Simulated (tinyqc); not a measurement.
Inside a calculation. Method: UHF in the sto-3g basis, for H2O, spin multiplicity 3. One step of it, computed by the program tinyqc.

Task: Orthogonalisation. S = U s U^T; canonical form X = U s^(-1/2), so that X^T S X = 1. Each column of U has its largest component positive (the first on a tie).

overlap S:
```
           1O 1s     1O 2s    1O 2px     1O 2py    1O 2pz     2H 1s      3H 1s
1O 1s   1.000000  0.236704  0.000000   0.000000  0.000000  0.040433   0.039117
1O 2s   0.236704  1.000000  0.000000   0.000000  0.000000  0.398859   0.390647
1O 2px  0.000000  0.000000  1.000000   0.000000  0.000000  0.000000   0.000000
1O 2py  0.000000  0.000000  0.000000   1.000000  0.000000  0.297975  -0.293491
1O 2pz  0.000000  0.000000  0.000000   0.000000  1.000000  0.181503   0.178674
2H 1s   0.040433  0.398859  0.000000   0.297975  0.181503  1.000000   0.150783
3H 1s   0.039117  0.390647  0.000000  -0.293491  0.178674  0.150783   1.000000
```

Give: eigenvalues of S; X.

Result:

eigenvalues of S: 0.428  0.500  0.898  1.000  1.084  1.350  1.741

X:
```
             1       2       3      4       5       6      7
1O 1s   -0.348   0.025   0.736  0.000  -0.607  -0.003  0.189
1O 2s    1.066  -0.062  -0.255  0.000  -0.266  -0.005  0.465
1O 2px   0.000   0.000   0.000  1.000   0.000   0.000  0.000
1O 2py   0.061   0.905  -0.001  0.000   0.001   0.660  0.006
1O 2pz   0.421  -0.024   0.661  0.000   0.661  -0.002  0.184
2H 1s   -0.722  -0.726  -0.186  0.000   0.153   0.385  0.384
3H 1s   -0.614   0.806  -0.189  0.000   0.155  -0.396  0.375
```
